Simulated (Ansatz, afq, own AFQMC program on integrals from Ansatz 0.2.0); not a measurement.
## AFQMC, coupled cluster and functionals along a coordinate of BH2, doublet

```yaml
atoms:
  - { symbol: B, position_ang: [0.0000, -0.0800, 0.0000] }
  - { symbol: H, position_ang: [0.0000, 0.4291, -1.0770] }
  - { symbol: H, position_ang: [0.0000, 0.4291, 1.0770] }
```

The B1–H2 distance is changed with both sides rigid. Energies in eV count from this geometry (1.191 Å) at the same level; the start stands on UHF, each point on the determinant named.

Basis cc-pVDZ. Noble-gas cores (and the filled d shells of Ga–Kr and In–Xe) are frozen. AFQMC by an in-house program on the Cholesky factors that Ansatz 0.2.0 writes for its CCSD(T) run. The CISD trial takes its coefficients from CCSD amplitudes. Released means that phaseless walkers are propagated on without the constraint, phases kept. Error bars are statistical, one sigma.

Cautions, each for one point or more: an unrestricted solution with more broken spin lies lower, while this determinant keeps restricted orbitals; strong correlation; unrestricted determinant spin contaminated.

```json
{"r(B1–H2) / Å": "1.078", "det.": "UHF", "T1": "0.008", "weight": "0.96", "⟨S²⟩": "0.75", "PBE": "0.258", "wB97M-V": "0.221", "CCSD(T)": "0.248"}
{"r(B1–H2) / Å": "1.288", "det.": "UHF", "T1": "0.009", "weight": "0.95", "⟨S²⟩": "0.75", "PBE": "0.052", "wB97M-V": "0.081", "CCSD(T)": "0.067"}
{"r(B1–H2) / Å": "1.668", "det.": "UHF", "T1": "0.015", "weight": "0.94", "⟨S²⟩": "0.75", "PBE": "1.198", "wB97M-V": "1.330", "CCSD(T)": "1.278"}
{"r(B1–H2) / Å": "2.173", "det.": "UHF", "T1": "0.082", "weight": "0.82", "⟨S²⟩": "1.11", "PBE": "2.846", "wB97M-V": "3.069", "CCSD(T)": "2.889"}
{"r(B1–H2) / Å": "3.231", "det.": "UHF", "T1": "0.022", "weight": "0.91", "⟨S²⟩": "0.75", "PBE": "3.840§", "wB97M-V": "3.715", "CCSD(T)": "3.485"}
```

Estimate the curve of full CI, counted from the same start.


| r(B1–H2) / Å | det. | T1 | weight | ⟨S²⟩ | FCI | ph-AFQMC/CISD | released AFQMC | CCSDT(Q) |
| --- | --- | --- | --- | --- | --- | --- | --- | --- |
| 1.078 | UHF | 0.008 | 0.96 | 0.75 | 0.249 | 0.247 ± 0.001 | 0.248 ± 0.0005 | 0.249 |
| 1.288 | UHF | 0.009 | 0.95 | 0.75 | 0.066 | 0.064 ± 0.001 | 0.066 ± 0.0006 | 0.066 |
| 1.668 | UHF | 0.015 | 0.94 | 0.75 | 1.270 | 1.275 ± 0.001 | 1.270 ± 0.001 | 1.270 |
| 2.173 | UHF | 0.082 | 0.82 | 1.11 | 2.860 | 2.880 ± 0.002 | – | 2.860 |
| 3.231 | UHF | 0.022 | 0.91 | 0.75 | 3.482 | 3.485 ± 0.001 | 3.486 ± 0.002 | 3.482 |

Weight is that of the determinant in the CISD state; at the start T1 is 0.008 and the weight 0.95, and ⟨S²⟩ is 0.75. Symmetry can't show for every point that it stays on the start's state. A dash marks a missing value, a released energy that hasn't settled or a functional that sits on another state. § marks a functional whose ⟨S²⟩ is too high by over 0.1. Largest departures from full CI: CCSD(T) 0.029 eV at 2.173 (on UHF), ph-AFQMC/CISD 0.020 eV at 2.173 (on UHF), released AFQMC 0.005 eV at 3.231 (on UHF), CCSDT(Q) 0.000 eV at 3.231 (on UHF). The functionals aren't scored here. In this small basis the wave-function levels are far from their limit, so their gap to the functionals isn't the functionals' error.

CCSDT and higher add their correlation energy to the determinant of the CCSD(T) run, since their own runs factorise the integrals more tightly (a shift of under 2 meV). A walk keeps the symmetry of its determinant, which the program's search chose and which needn't be the lowest solution, so a lower state of the same spin and another symmetry isn't excluded. Released energies are given only where the last usable release times agree within the noise; a slower fall can still hide under it.
